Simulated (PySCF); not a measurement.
**Dipole moment and polarisability across levels of theory**

Species: hydrogen peroxide, H2O2.
Bonds: O1–O2. Hydrogens: H3 on O1; H4 on O2.

PySCF, dipoles from the SCF density, polarisabilities from static response with core orbitals frozen. Geometry: PBE0-D3(BJ)/def2-SVP; no solvent, vibrations or thermal averaging.

Question: Compare the levels for these properties.

Answer: 

```csv
level,μ (D),α (Å³),error (%),anisotropy (Å³)
LDA/def2-SVPD,1.650,2.27,+2.3,0.77
PBE/def2-SVPD,1.596,2.27,+2.6,0.80
B3LYP/def2-SVPD,1.650,2.20,-0.9,0.87
PBE0/def2-SVPD,1.653,2.15,-2.8,0.86
BHandHLYP/def2-SVPD,1.708,2.09,-5.5,0.95
CAM-B3LYP/def2-SVPD,1.682,2.17,-1.9,0.87
wB97X-D/def2-SVPD,1.666,2.16,-2.6,0.85
LC-wPBE/def2-SVPD,1.685,2.13,-4.1,0.80
HF/def2-SVPD,1.768,2.02,-9.0,1.10
PBE0/6-31G*,1.796,1.38,-37.8,1.08
PBE0/def2-SVP,1.768,1.37,-38.2,1.05
PBE0/6-31+G*,1.839,1.77,-20.3,0.84
PBE0/aug-cc-pVDZ,1.624,2.14,-3.6,0.88
PBE0/def2-TZVP,1.736,1.71,-22.7,0.96
PBE0/def2-TZVPD,1.613,2.20,-0.5,0.87
PBE0/aug-cc-pVTZ,1.615,2.20,-0.9,0.88
```

Reference polarisability: 2.216 Å³ (computed, CCSD(T)/CBS, static electronic, isotropic average, equilibrium geometry, gas; Hait, Head-Gordon, Phys. Chem. Chem. Phys. 20 (2018) 19800). The anisotropy is √(½[(α1 − α2)² + (α2 − α3)² + (α3 − α1)²]). For the polarisability, the smallest error is 0.5% (PBE0/def2-TZVPD) and the largest 38.2% (PBE0/def2-SVP). The dipole runs from 1.60 D (PBE/def2-SVPD) to 1.84 D (PBE0/6-31+G*). In one basis (def2-SVPD) the functionals order the polarisability from HF (lowest) to PBE (highest), a spread of 13%. With PBE0 the polarisability is 1.49 Å³ without diffuse functions (mean of 6-31G*, def2-SVP and def2-TZVP) and 2.09 Å³ with them (mean of 6-31+G*, def2-SVPD, aug-cc-pVDZ, def2-TZVPD and aug-cc-pVTZ).
